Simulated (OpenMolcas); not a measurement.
# ROCCSD[T]/ANO-L-VDZ run of CH4ClSi (SMILES [SiH3][CH]Cl)

What is the energy difference between two shapes of CH4ClSi at ROCCSD[T]/ANO-L-VDZ? 

The calculation is run with OpenMolcas 26.06.

4 further runs of the same task are left out: 4 set aside as unsound or not needed.

## 1. The system as given

The species is CH4ClSi (7 atoms), meant as a doublet with charge 0. SMILES: `[SiH3][CH]Cl`. The coordinates come from a GFN2-xTB relaxation.

Bond lengths: Si1–C2 1.858 Å, C2–Cl3 1.691 Å, Si1–H4 1.466 Å, Si1–H5 1.461 Å, Si1–H6 1.467 Å, C2–H7 1.079 Å. Angles: Si1–C2–Cl3 121.7°, Si1–C2–H7 125.3°, Cl3–C2–H7 113.0°, C2–Si1–H4 110.2°, C2–Si1–H5 105.7°, C2–Si1–H6 110.4°, H4–Si1–H5 111.3°, H4–Si1–H6 108.2°, H5–Si1–H6 111.1°.

## 2. A single-point energy at ROCCSD[T]/ANO-L-VDZ

The input, calc.input:

```
>>> EXPORT MOLCAS_PRINT=2

&GATEWAY
  XBAS
  Si.ANO-L-VDZ
  C.ANO-L-VDZ
  Cl.ANO-L-VDZ
  H.ANO-L-VDZ
  End of Basis
  ZMAT
  Si1
  C2 1 1.857989
  Cl3 2 1.691217 1 121.69306
  H4 1 1.465939 2 110.21115 3 -58.64324
  H5 1 1.460971 4 111.30486 2 116.92485
  H6 1 1.466954 5 111.05334 4 -120.5851
  H7 2 1.078934 3 112.99105 1 178.98722
  End of ZMAT

&SEWARD

&SCF
  UHF
  Spin = 2
  PrOrbitals = 0

&RASSCF
  FileOrb = $Project.UnaOrb
  Spin = 2
  Nactel = 1 0 0
  Inactive = 20
  Ras2 = 1
  OutOrbitals = Canonical
  OrbListing = Nothing

&MOTRA
  JobIph
  Frozen = 11

&CCSDT
  CCT
  Triples = 1
  Iterations = 50
  Extrapolation = 5 4
```

Run with:

```sh
$ export MOLCAS_MEM=1860
$ pymolcas calc.input > calc.log
```

Standard output:

```text
--- Start Module: gateway ---
[...]
--- Stop Module: gateway /rc=_RC_ALL_IS_WELL_ ---
[...]
      Basis functions           43
[...]
       Convergence after  12 Iterations
[...]
::    Total SCF energy                               -788.5136780267
[...]
      Total spin, S                                     0.5080509341
[...]
      Number of active orbitals                  1
[...]
      Spin quantum number                      0.5
[...]
      Active orbitals                            1
[...]
      Number of CSFs                             1
[...]
      Number of root(s) required                 1
[...]
      Convergence after  8 iterations
[...]
      printout of CI-coefficients larger than  0.05 for root  1
      energy=    -788.509855
      conf/sym  1     Coeff  Weight
             1  u   1.00000 1.00000
      Natural orbitals and occupation numbers for root  1
      sym 1:   1.000000
      ************************************************************************************************************************
      *                                                    Final results                                                     *
[...]
::    RASSCF root number  1 Total energy:   -788.50985501
[...]
      Total electronic charge=   41.000000
      Total            charge=   -0.000000
[...]
      Dipole Moment (debye):
      Origin of the operator (angstrom)=    0.6257   -0.0002    1.5120
                   X= -1.6360E+00               Y= -1.6962E-02               Z= -1.0428E+00           Total=  1.9402E+00
      Quadrupole Moment (debye*angstrom):
[...]
--- Start Module: motra ---
[...]
      *** WARNING: Default frozen orbitals is overwritten by user input.
      *** Default values:   8
[...]
--- Stop Module: motra /rc=_RC_ALL_IS_WELL_ ---
--- Start Module: ccsdt ---
[...]
      Convergence after                     8  Iterations
      Total energy (diff) :    -788.70848091       0.00000009
[...]
       CCSD     =      -788.7084809134157
[...]
--- Stop Module: ccsdt /rc=_RC_ALL_IS_WELL_ ---
[...]
```

Wall time 5.4 s (1 thread of Arm Neoverse V1, shared host); peak memory 0.38 GiB.

## 3. The distorted shape

The input, calc.input:

```
&GATEWAY
 XBAS
 Si.ANO-L-VDZ
 C.ANO-L-VDZ
 Cl.ANO-L-VDZ
 H.ANO-L-VDZ
 End of Basis
 ZMAT
 Si1
 C2 1 1.902499
 Cl3 2 1.731727 1 126.86669
 H4 1 1.805298 2 111.35599 3 -59.51781
 H5 1 1.3962 4 97.45341 2 111.15967
 H6 1 1.531629 5 130.47149 4 -112.57005
 H7 2 1.142884 3 112.1504 1 -156.29431
 End of ZMAT

&SEWARD

&SCF
 UHF
 SPIN
 2
 PRORBITALS
 0

&RASSCF
 FILEORB
 $Project.UnaOrb
 SPIN
 2
 NACTEL
 1 0 0
 INACTIVE
 20
 RAS2
 1
 OUTORBITALS
 Canonical
 ORBLISTING
 Nothing

&MOTRA
 JOBIPH
 FROZEN
 11

&CCSDT
 CCT
 TRIPLES
 1
 ITERATIONS
 50
 EXTRAPOLATION
 5 4
```

Run with:

```sh
$ export MOLCAS_MEM=1860
$ pymolcas calc.input > calc.log
```

Standard output:

```text
--- Start Module: gateway ---
[...]
--- Stop Module: gateway /rc=_RC_ALL_IS_WELL_ ---
[...]
      Basis functions           43
[...]
       Convergence after  16 Iterations
[...]
::    Total SCF energy                               -788.4794422184
[...]
      Total spin, S                                     0.5126856891
[...]
      Number of active orbitals                  1
[...]
      Spin quantum number                      0.5
[...]
      Active orbitals                            1
[...]
      Number of CSFs                             1
[...]
      Number of root(s) required                 1
[...]
      Convergence after  9 iterations
[...]
      printout of CI-coefficients larger than  0.05 for root  1
      energy=    -788.475402
      conf/sym  1     Coeff  Weight
             1  u   1.00000 1.00000
      Natural orbitals and occupation numbers for root  1
      sym 1:   1.000000
      ************************************************************************************************************************
      *                                                    Final results                                                     *
[...]
::    RASSCF root number  1 Total energy:   -788.47540195
[...]
      Total electronic charge=   41.000000
      Total            charge=   -0.000000
[...]
      Dipole Moment (debye):
      Origin of the operator (angstrom)=    0.6076    0.0139    1.6029
                   X= -2.2870E+00               Y= -6.2017E-01               Z= -1.1455E+00           Total=  2.6319E+00
      Quadrupole Moment (debye*angstrom):
[...]
--- Start Module: motra ---
[...]
      *** WARNING: Default frozen orbitals is overwritten by user input.
      *** Default values:   8
[...]
--- Stop Module: motra /rc=_RC_ALL_IS_WELL_ ---
--- Start Module: ccsdt ---
[...]
      Convergence after                    17  Iterations
      Total energy (diff) :    -788.68682463      -0.00000005
[...]
       CCSD     =      -788.6868246277602
[...]
--- Stop Module: ccsdt /rc=_RC_ALL_IS_WELL_ ---
[...]
```

Wall time 5.4 s (1 thread of Arm Neoverse V1, shared host); peak memory 0.38 GiB.

## 4. Summary of results

Level: ROCCSD[T]/ANO-L-VDZ, 11 core orbitals frozen.

| quantity | value |
| --- | --- |
| first shape: total energy | -788.71309 Eh |
| distorted shape: total energy | -788.69217 Eh |
| energy change with the atoms displaced | 0.569 eV |

**Reading.** With the atoms displaced the energy rises by 0.57 eV (54.9 kJ/mol). The first shape isn't relaxed at this level, so the change isn't measured from a minimum.
